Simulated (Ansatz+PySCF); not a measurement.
## singlet H2S: levels of theory in one basis

```xyz
3

S     0.0000    0.0000   -0.1560
H     0.0000    1.4573    1.2482
H     0.0000   -1.4573    1.2482
```

Basis set: 6-31G* (spherical functions). Left uncorrelated: 5 orbitals. Charge 0, multiplicity 1.

Computed with Ansatz (development build ahead of 0.2.0); each method stands on the lowest determinant of its kind that the runs found. NEVPT2 correlates all electrons. Active spaces start from the frontier orbitals, and the lowest solution found is given.

| method | E − E(RHF) (eV) | <S²> of the determinant |
| --- | --- | --- |
| RHF | 0.00 | 0.00 |
| UHF | -0.93 | 1.14 |
| UHF-MP2 | -3.51 | 1.14 |
| RHF-CCSD | -5.19 | – |
| RHF-CCSD(T) | -5.40 | – |
| UHF-CCSD(T) | -5.28 | 1.14 |
| RHF-CCSDT(Q) | -5.44 | – |
| UHF-CCSDT(Q) | -5.42 | 1.14 |
| full CI (lowest root of this spin) | -5.44 | – |
| CASSCF(8,6) | -2.64 | – |
| SC-NEVPT2(8,6) | -4.98 | – |

(1) What does RHF-MP2 give on the same scale?

(2) Is a single determinant a sound starting point here?

Results:

(1) -4.03 eV.

At such a shape the full CI root can have another spatial symmetry than the determinants, so the rows needn't describe one state.

(2) It is doubtful. Unrestricted orbitals lower Hartree–Fock by 0.93 eV and <S²> is 1.14 where a pure state has 0.00, a sign of strong static correlation. The CASSCF(8,6) natural occupations are 2.00, 2.00, 1.83, 1.82, 0.18, 0.17.

Caution for RHF, RHF-MP2, RHF-CCSD, RHF-CCSD(T), RHF-CCSDT(Q): an unrestricted determinant lies well below. Caution for UHF, UHF-MP2, UHF-CCSD(T), UHF-CCSDT(Q): the unrestricted determinant is a mixture of spin states. Caution for RHF-MP2, UHF-MP2, RHF-CCSD, RHF-CCSD(T), UHF-CCSD(T), RHF-CCSDT(Q), UHF-CCSDT(Q): bonds are stretched, where a single reference can fail. Caution for UHF-MP2, UHF-CCSD(T), UHF-CCSDT(Q): a plain start can end on a higher determinant. Caution for UHF-MP2, UHF-CCSD(T): another reference gives a lower total.
